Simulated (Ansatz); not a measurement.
## How methods differ on C4H6O2 (methyl acrylate)

The species is C4H6O2 (12 atoms), meant as a singlet with charge 0. As SMILES, `C=CC(=O)OC`. The coordinates come from a PBE0-D4/def2-TZVP relaxation. This is one conformer, not always the lowest.

```xyz
12

C    -2.1884    1.1735    0.0332
C    -0.8980    1.0686    0.3174
C    -0.1323   -0.1265   -0.0959
O    -0.5731   -1.0716   -0.6964
O     1.1476   -0.0257    0.2907
C     1.9730   -1.1298   -0.0603
H    -2.6925    0.3794   -0.5066
H    -2.7656    2.0414    0.3277
H    -0.3561    1.8382    0.8546
H     1.9983   -1.2612   -1.1431
H     2.9649   -0.8933    0.3183
H     1.5991   -2.0484    0.3945
```

Each level gives the atomisation enthalpy at 298 K (kJ/mol). The values are calculated. The thermal term (zero-point and 298 K enthalpy, harmonic and unscaled) is that of B3LYP/6-31G*; the spin-orbit lowering of the free atoms at 298 K, 0.9 kJ/mol by their spectra, is taken off.

**The experiment to reproduce.** CRC Handbook of Chemistry and Physics; in doubt: it may be an older value or an estimate gives the atomisation enthalpy at 298 K of the gas as 5007 kJ/mol.

| level | kind | program | value (kJ/mol) | computed − measured | CPU time (all runs) |
| --- | --- | --- | --- | --- | --- |
| HF/6-31G* (spherical functions) | Hartree–Fock | Ansatz | 3478 | -1529 | 2.6 s |
| SVWN5/6-31G* (spherical functions) | LDA | Ansatz | 5853 | +846 | 3.4 s |
| BLYP/6-31G* (spherical functions) | GGA | Ansatz | 4983 | -24 | 5.3 s |
| BHLYP/6-31G* (spherical functions) | global hybrid | Ansatz | 4747 | -260 | 6.3 s |
| r2SCAN0/6-31G* (spherical functions) | hybrid meta-GGA | Ansatz | 4876 | -131 | 9.6 s |
| wB97M-V/6-31G* (spherical functions) | range-separated hybrid | Ansatz | 5037 | +30 | 39 s |
| wB97X/6-31G* (spherical functions) | range-separated hybrid | Ansatz | 4977 | -30 | 18 s |
| PBE-QIDH/6-31G* (spherical functions) | double hybrid | Ansatz | 4837 | -170 | 7.6 s |

Nearest: BLYP/6-31G* (spherical functions) (-24 kJ/mol); farthest: HF/6-31G* (spherical functions) (-1529 kJ/mol). Computed less measured by kind, in kJ/mol (6-31G* rows): Hartree–Fock -1529; LDA +846; GGA -24; global hybrid -260 to -131; range-separated hybrid -30 to +30; double hybrid -170. CPU times are rough (shared hosts, several kinds of processor): they show what a rung costs within a factor of a few.
